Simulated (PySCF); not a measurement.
C₃H₄, SMILES C=C=C (connectivity only; charge and spin as stated), charge +1, multiplicity 2.

Geometry optimised at TPSSh-D3(BJ)/def2-TZVP. The multiplicity is an assumed one; other spin states were not compared.

All values below come from TPSSh-D3(BJ)/def2-TZVP in PySCF 2.14.0.

Frequencies are harmonic and unscaled.

Computed harmonic wavenumbers and intensities:
| mode | ν (cm⁻¹) | IR (km/mol) | moving atoms (share of kinetic energy) |
|---|---|---|---|
| 1 | 318 | 10.9 | C 52 %, H 48 % |
| 2 | 338 | 16.3 | C 74 %, H 26 % |
| 3 | 782 | 7.0 | H 77 %, C 23 % |
| 4 | 804 | 0.0 | H 100 % |
| 5 | 907 | 23.8 | H 68 %, C 32 % |
| 6 | 927 | 51.4 | H 69 %, C 31 % |
| 7 | 1000 | 0.3 | H 58 %, C 42 % |
| 8 | 1066 | 0.0 | C 68 %, H 32 % |
| 9 | 1362 | 89.5 | H 93 % |
| 10 | 1404 | 0.0 | H 73 %, C 27 % |
| 11 | 1613 | 24.2 | C 98 % |
| 12 | 3061 | 196.1 | H 96 % |
| 13 | 3077 | 0.0 | H 95 % |
| 14 | 3154 | 28.8 | H 90 %, C 10 % |
| 15 | 3157 | 119.0 | H 89 %, C 11 % |
